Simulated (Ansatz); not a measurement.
# AlHSi: the cost of one run

Program: Ansatz 0.2.0, Gaussian basis. Level of theory: def2-QZVPP, core rule «outside noble gas», up to 10 orbitals frozen. These are calculated values, not measurements.

To be run: UHF; ROHF; CCSD(T) on UHF.

2 further runs of the same task are left out: 2 set aside as unsound or not needed.

### Step 1. The geometry

The geometry is a PBE0/def2-TZVP stationary point (not a proven minimum) of the parent state, kept for this charge and spin.

3 atoms, charge 1, spin multiplicity 2.

Atoms are counted from 1 here; the program's logs count them from 0.

Bond lengths: Si1–Al2 2.333 Å, Al2–H3 1.599 Å. Angles: Si1–Al2–H3 180.0°.

Coordinates:

```xyz
3
charge 1, multiplicity 2
Si    0.0000    0.0000    2.0886
Al    0.0000    0.0000   -0.2449
H     0.0000    0.0000   -1.8437
```

### Step 2. UHF

File in.yaml:

```yaml
crystal:
  periodic: [false, false, false]
  atoms:
    - {symbol: Si, position_ang: [0.000000, 0.000000, 2.088600]}
    - {symbol: Al, position_ang: [0.000000, 0.000000, -0.244867]}
    - {symbol: H, position_ang: [0.000000, 0.000000, -1.843733]}
basis:
  gaussian: {orbitals: "def2-QZVPP.json"}
total_charge: 1
magnetization: {spin_polarized: true, initial_magnetization: 1}
hamiltonian: {xc: hf}
output: {orbitals: {seedname: orbitals}}
```

Started as:

```bash
ansatz run in.yaml --threads 1 --pin off --events-out ev --progress --plain --max-ram 2393MiB
```

**Question.** How long does this run take on 1 thread of Arm Neoverse V2, shared host, and how much memory does it need?

About 18 s, with a peak of 0.39 GiB.
